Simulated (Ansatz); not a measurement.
# Basis or method: atomization of HAlF

HAlF, doublet; coordinates (Å): Al 0.000 -0.115 0.645; F 0.000 0.098 -0.997; H 0.000 1.235 1.517. Quantity: atomization.

Ansatz 0.2.0, basis 6-31G or cc-pVDZ or cc-pVTZ; geometries are PBE0/def2-TZVP minima. Wave-function levels freeze the cores; HF, MP2 and coupled cluster are restricted for singlets and unrestricted otherwise, atoms included (their steps beyond CCSDT(Q) come from restricted open-shell runs), Kohn–Sham unrestricted where that lies lower. The reference is CCSDT(Q) or CCSDTQ or full CI (coupled cluster only where its series has nearly closed). Semilocal and hybrid functionals correlate all electrons outside any core potential and usually lie nearer their basis limit than the reference, so part of their error here is the reference's basis and frozen-core error; RPA and the MP2 part of double hybrids freeze the same cores as the reference. None of these values is a measured one. Energies are electronic, without zero-point terms. No spin–orbit coupling and no scalar relativity. The species are chosen: bound, without strong static correlation by their natural occupations or amplitudes, in their lowest spin state as far as vertical gaps and like structures tell, and with a ladder that closes on the reference, so errors are smaller than for species at large; levels whose determinant breaks symmetry or spin markedly are left out.

```json
{"level": "reference", "6-31G (kcal/mol)": "151.4 (full CI)", "cc-pVDZ (kcal/mol)": "172.8 (CCSDTQ)", "cc-pVTZ (kcal/mol)": "189.9 (CCSDT(Q))"}
{"level": "HF", "6-31G (kcal/mol)": "122.6", "cc-pVDZ (kcal/mol)": "139.8", "cc-pVTZ (kcal/mol)": "149.3"}
{"level": "CCSD(T)", "6-31G (kcal/mol)": "151.1", "cc-pVDZ (kcal/mol)": "172.5", "cc-pVTZ (kcal/mol)": "190.0"}
{"level": "CCSDT", "6-31G (kcal/mol)": "151.2", "cc-pVDZ (kcal/mol)": "172.5", "cc-pVTZ (kcal/mol)": "189.8"}
{"level": "PBE", "6-31G (kcal/mol)": "175.2", "cc-pVDZ (kcal/mol)": "190.4", "cc-pVTZ (kcal/mol)": "196.7"}
{"level": "PBE0", "6-31G (kcal/mol)": "167.3", "cc-pVDZ (kcal/mol)": "183.5", "cc-pVTZ (kcal/mol)": "191.0"}
{"level": "B3LYP", "6-31G (kcal/mol)": "170.5", "cc-pVDZ (kcal/mol)": "186.7", "cc-pVTZ (kcal/mol)": "194.1"}
{"level": "B2PLYP", "6-31G (kcal/mol)": "164.9", "cc-pVDZ (kcal/mol)": "183.4", "cc-pVTZ (kcal/mol)": "194.2"}
```

From 6-31G to cc-pVTZ the reference moves by 38.5 kcal/mol and PBE by 21.5; the step from CCSD(T) to the reference is 0.3 in the first and 0.0 in the last.
